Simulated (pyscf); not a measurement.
This saddle point was located with ωB97X-D3(BJ)/def2-SVP in PySCF.

```xyz
7

O     -1.2837     0.9253     0.6355
Zn    -0.9561    -0.8970    -0.0050
Cl    -0.9816    -2.9422     0.5466
H     -0.7699     1.0419    -0.4663
O     -0.4978     0.3561    -1.4397
H     -0.8695     1.3378     1.3999
H      0.3651     0.4443    -1.8566
```

Surface: singlet, charge 0. Lowest wavenumbers (cm⁻¹): 950i, 102, 112, 361, 362.

**Question.** What reaction is this the transition state of?

**Answer.** H₂O (SMILES O) + HO–Zn–Cl (SMILES [OH][Zn][Cl]) <-> HO–Zn–Cl (SMILES [OH][Zn][Cl]) + H₂O (SMILES O), a four-centre exchange read from left to right: H–O, O–Zn broken and O–Zn, H–O formed. At ωB97M-D3(BJ)/def2-TZVP it lies -0.26 eV from the left side and -0.26 eV from the right (each side as separated species at their lowest minima found). On the reactant side the descent ends in an adduct with a O–Zn contact, 0.71 eV under the separated species and 0.42 eV under the saddle at ωB97X-D3(BJ)/def2-TZVP. On the product side the descent ends in an adduct with a O–Zn contact, 0.71 eV under the separated species and 0.42 eV under the saddle at ωB97X-D3(BJ)/def2-TZVP. At ωB97M-D3(BJ) the saddle lies under the separated reactants, which points to a path from their complex (located at ωB97X-D3(BJ) alone). At ωB97M-D3(BJ) the saddle lies under the separated products, which points to a path from their complex (located at ωB97X-D3(BJ) alone). What is counted as formed (O–Zn) is already present as a longer contact in the reactant adduct; forming that adduct is a step of its own. What is counted as broken (O–Zn) persists as a longer contact in the product adduct; parting that adduct is a step of its own. This is the saddle that the search found; another between the same sides may lie lower. Elements up to Kr have no core potential and no relativistic terms here.
